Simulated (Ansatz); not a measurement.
The same path of AlBH4S (7 atoms, charge 0, multiplicity 1) was run twice with different band settings. The coordinate that changes most is the dihedral H5–B1–Al2–S3.

These are results of Ansatz, RKS B3LYP/cc-pVDZ, not measurements.

Relaxed end points:

```xyz
7
Properties=species:S:1:pos:R:3
B -1.382 0.457 -0.810
Al 0.303 0.168 0.453
S 1.679 -1.521 -0.008
H -2.452 -0.063 -0.593
H -1.344 1.167 -1.789
H 0.676 1.062 1.718
H 2.520 -1.270 1.030
```

```xyz
7
Properties=species:S:1:pos:R:3
B -1.382 0.457 -0.810
Al 0.301 0.166 0.454
S 1.681 -1.519 -0.010
H -1.344 1.174 -1.783
H -2.451 -0.068 -0.600
H 0.673 1.058 1.721
H 2.521 -1.268 1.029
```

Common settings: movable images 7; spring 5.0 eV/Å²; start path through a guess of the saddle point; force threshold 0.05 eV/Å; iteration limit 60; end points relaxed.

| run | climbing image | optimiser |
| --- | --- | --- |
| 1 | yes | quadratic models (default) |
| 2 | from the first iteration | fire |

What does each run give, and how far can it be trusted?

Run 1: converged after 8 iterations, highest image 0.080 eV above the first end. A vibrational analysis at the climbing image gives one clearly imaginary mode, 152i cm⁻¹: a first-order saddle point.
Run 2: converged after 36 iterations, highest image 0.081 eV above the first end. Another band between the same ends (7 images) ends at a top of the same energy, where a vibrational analysis finds 1 clearly imaginary mode.
